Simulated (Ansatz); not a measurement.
All numbers were calculated with Ansatz.

A structure relaxed at PBE0-D4/def2-TZVPD, charge -1, multiplicity 1:

```xyz
7

O    -0.7424   -1.5500    0.0590
P    -0.1009   -0.2371    0.3307
O     0.2121    0.3036    1.6793
O     1.3042   -0.1884   -0.5288
O    -1.0038    0.8947   -0.4562
H     1.8893    0.3809   -0.0218
H    -1.5586    0.3964   -1.0623
```

Task: Give its formula and SMILES.

Result: H2O4P, `O=P([O-])(O)O`.

Task: Point group (tolerance 0.08 Å, 0.16 Å for H)?

Result: C2.

Task: Summarise the bond lengths by kind.

Result: 4 × O–P 1.486 to 1.648 Å; 2 × H–O 0.961 Å.
